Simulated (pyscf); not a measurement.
PySCF, gas phase, ωB97X-D3(BJ)/def2-SVP geometries.

For F–SiH₂–NH–SiH₃ + H atom (H•) → F–SiH₂–NH–SiH₂• + hydrogen (H₂), a hydrogen abstraction (doublet surface; H–Si broken, H–H formed), PBE/def2-TZVP gives ΔE‡ = -1.2 kJ/mol and ΔE = -62.5 kJ/mol (zero: the separated reactants). In which direction and how far do B3LYP-D3(BJ)/def2-TZVP, PBE0-D3(BJ)/def2-TZVP, ωB97M-D3(BJ)/def2-TZVP move these?

B3LYP-D3(BJ): ΔE‡ = -0.3 kJ/mol, ΔE = -65.3 kJ/mol; PBE0-D3(BJ): ΔE‡ = 6.7 kJ/mol, ΔE = -53.8 kJ/mol; ωB97M-D3(BJ): ΔE‡ = 19.6 kJ/mol, ΔE = -47.9 kJ/mol. PBE's barrier matches one of them and lies within 20.8 kJ/mol of the others. Its reaction energy lies among theirs. At PBE this geometry lies under the reactants; that is no barrier but a single point on another level's saddle; such a level's own saddle, if it has one, lies nearer that side and is low. One saddle was located; it need not be the lowest between these sides. The angle at the transferred H is 177°.
